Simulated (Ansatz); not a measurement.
```yaml
crystal:
  periodic: [false, false, false]
  atoms:
    - {symbol: F, position_ang: [0.540977, 1.061396, 0.328029]}
    - {symbol: B, position_ang: [-0.304081, 0.255055, -0.358191]}
    - {symbol: Cl, position_ang: [-0.169198, -1.108025, -0.493696]}
basis:
  gaussian: {orbitals: cc-pVTZ, final_grid: {core_spheres: 5, valence_spheres: 4, degree: 11}}
magnetization: {spin_polarized: true, initial_magnetization: 1}
hamiltonian: {xc: {name: SVWN5}}
output: {forces: true}
```

```sh
$ ansatz run in.yaml --threads 4 --pin off --events-out ev --progress --plain --max-ram 10444MiB
```

It prints (some lines left out):

```
Functional definition: SVWN5
631 factors; their error is unknown
mean field evaluation 1: about -15846.6651 eV, gradient 3.0e1 eV
mean field evaluation 2: about -15839.0619 eV, gradient 5.4e1 eV
mean field evaluation 4: about -15850.3310 eV, gradient 3.3e0 eV
mean field evaluation 8: about -15850.3679 eV, gradient 2.8e-2 eV
mean field evaluation 16: about -15850.3445 eV, gradient 2.6e-5 eV
mean field -15850.34448684 eV, -582.4894161420 hartree, gradient 2.6e-5 eV, S^2 0.751524; 0 other end points of the search recorded, 0 dependent functions left out
reference -15850.34451747 eV, -582.4894172677 hartree; 16, 15 occupied and 78, 79 virtual orbitals, 631 factors
Total energy: -15850.34451747 eV, -582.4894172677 hartree
Atom 0 at     0.540977     1.061396     0.328029 Å, force    -0.625570    -0.340695    -0.465902 eV/Å
Atom 1 at    -0.304081     0.255055    -0.358191 Å, force    -1.271076    21.112745     2.634961 eV/Å
Atom 2 at    -0.169198    -1.108025    -0.493696 Å, force     1.896646   -20.772050    -2.169059 eV/Å
Dipole moment:    -0.001083    -0.393507    -0.065346 e Å
```

Run time 0.25 s (4 threads of an Arm Neoverse V2 on a shared host); peak host memory 0.1 GiB.
